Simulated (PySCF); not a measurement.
Input file for PySCF: D3(BJ) and D4 dispersion corrections on CH5N (SMILES CN).

```python
from pyscf import gto
from pyscf.dispersion import dftd3, dftd4

mol = gto.M(
    atom='''
    N     0.85508831   -0.34244312    0.02098169
    H     1.15045331   -0.89508112   -0.77380931
    H     1.16516931   -0.85316412    0.83784169
    C     1.51442331    0.96592088   -0.01925931
    H     1.20388131    1.54764588    0.84525569
    H     2.60573331    0.92662588   -0.02821531
    H     1.18771131    1.50183788   -0.90708331
    ''',
    basis='def2-svp',
    charge=0, spin=0, verbose=0, max_memory=1800)
d3, d4 = {}, {}
for xc in ['hf', 'pbe', 'blyp', 'revpbe', 'tpss', 'r2scan', 'b3lyp', 'pbe0', 'bhlyp', 'camb3lyp', 'b2plyp']:
    d3[xc] = float(dftd3.DFTD3Dispersion(mol, xc=xc, version='d3bj', atm=False).get_dispersion()['energy'])
    print(f'D3(BJ) {xc:10s} {d3[xc]:14.8f} Eh')
for xc in ['hf', 'pbe', 'blyp', 'revpbe', 'tpss', 'r2scan', 'b3lyp', 'pbe0', 'bhlyp', 'camb3lyp', 'b2plyp']:
    d4[xc] = float(dftd4.DFTD4Dispersion(mol, xc={'camb3lyp': 'cam-b3lyp'}.get(xc, xc), atm=True).get_dispersion()['energy'])
    print(f'D4     {xc:10s} {d4[xc]:14.8f} Eh')
```

The log:

```
D3(BJ) hf            -0.02645331 Eh
D3(BJ) pbe           -0.00266916 Eh
D3(BJ) blyp          -0.00542666 Eh
D3(BJ) revpbe        -0.00750631 Eh
D3(BJ) tpss          -0.00319074 Eh
D3(BJ) r2scan        -0.00065949 Eh
D3(BJ) b3lyp         -0.00435527 Eh
D3(BJ) pbe0          -0.00212374 Eh
D3(BJ) bhlyp         -0.00317818 Eh
D3(BJ) camb3lyp      -0.00169564 Eh
D3(BJ) b2plyp        -0.00183894 Eh
D4     hf            -0.00950378 Eh
D4     pbe           -0.00208621 Eh
D4     blyp          -0.00494263 Eh
D4     revpbe        -0.00889901 Eh
D4     tpss          -0.00284345 Eh
D4     r2scan        -0.00049656 Eh
D4     b3lyp         -0.00333145 Eh
D4     pbe0          -0.00168976 Eh
D4     bhlyp         -0.00208329 Eh
D4     camb3lyp      -0.00163778 Eh
D4     b2plyp        -0.00143366 Eh
```

The run finished.

Cost: very roughly 0.04 core-seconds.
